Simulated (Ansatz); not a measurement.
# NaH₂⁻, singlet: from triple and quadruple zeta to the limit

```json
{"atom": "Na", "x (Å)": "0.0000", "y (Å)": "0.0000", "z (Å)": "0.0000"}
{"atom": "H", "x (Å)": "0.0000", "y (Å)": "0.0000", "z (Å)": "-2.0658"}
{"atom": "H", "x (Å)": "0.0000", "y (Å)": "0.0000", "z (Å)": "2.0658"}
```

Ansatz 0.2.0, RHF determinant, valence electrons correlated. Energies in eV.

```
        set  X  functions  Hartree–Fock  MP2 correlation  CCSD(T) correlation                                                  time
def2-TZVPPD  3         69    -4434.0335          -1.4674              -1.9642   0.45 s on 1 thread of Arm Neoverse V2 (shared host)
def2-QZVPPD  4        124    -4434.2440          -1.5512              -2.0137  2 s on 1 thread of Arm Neoverse V2, on a shared host
```

Hartree–Fock is taken to follow E(X) = E∞ + A·exp(−7.88·√X), correlation E(X) = E∞ + B·X^−2.97.

Q: Work out the CCSD(T) energy at the limit, and how far the shortcut misses it that extrapolates MP2 and adds CCSD(T) minus MP2 from the smaller set.

A: Hartree–Fock: E∞ = E4 + 0.1377·(E4 − E3) = -4434.2730. Correlation: E∞ = E4 + 0.7407·(E4 − E3) = -2.0503 for CCSD(T) and -1.6132 for MP2. The limit is -4436.3234 eV, 0.066 eV below def2-QZVPPD. The shortcut gives a correlation energy of -1.6132 + (-0.4968) = -2.1100, 60 meV lower than the direct value.

Past Ne part of the Hartree–Fock step between the two sets comes from the cores, which don't follow the formula, so the 29 meV that it adds to the total can overshoot; that part largely cancels in differences.
